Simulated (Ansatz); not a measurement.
A made-up structure of CHF2, doublet:

```
4
angstrom
F -1.3570 0.2978 -0.0846
C 0.0560 0.0665 0.0290
F 0.4812 -1.3054 0.0410
H 0.8198 0.9411 0.0146
```

It is relaxed with PBE-D4/def2-SVP and then PBE0-D4/def2-TZVP (Ansatz 0.2.0). Atoms count as bonded within 1.22 times the sum of their covalent radii (H–H: 0.88 Å). The end point is not checked to be a true minimum.

Task: Does its bonding change? (Judge from chemistry; the calculation decides.)

Result: Computed: No: no bond forms or breaks.

Where it ends: The first stage lowers the energy by 0.79 eV in 7 steps. It ends as CHF₂ ([F][CH][F]):
```json
{"atom": "F1", "x (Å)": "-1.2083", "y (Å)": "0.2648", "z (Å)": "-0.1413"}
{"atom": "C2", "x (Å)": "0.0387", "y (Å)": "0.0635", "z (Å)": "0.2444"}
{"atom": "F3", "x (Å)": "0.4333", "y (Å)": "-1.1668", "z (Å)": "-0.0291"}
{"atom": "H4", "x (Å)": "0.7363", "y (Å)": "0.8385", "z (Å)": "-0.0741"}
```

Labels in which every atom is bracketed show which atoms are joined, not bond orders.

For scale, one of the runs: PBE0-D4/def2-TZVP relaxation, 99 basis functions, launched by `ansatz run in.yaml --threads 2 --pin off --events-out ev --progress --plain --max-ram 4352MiB`. The run took about 6.5 s on 2 CPU threads of an Arm Neoverse V2 (shared host).
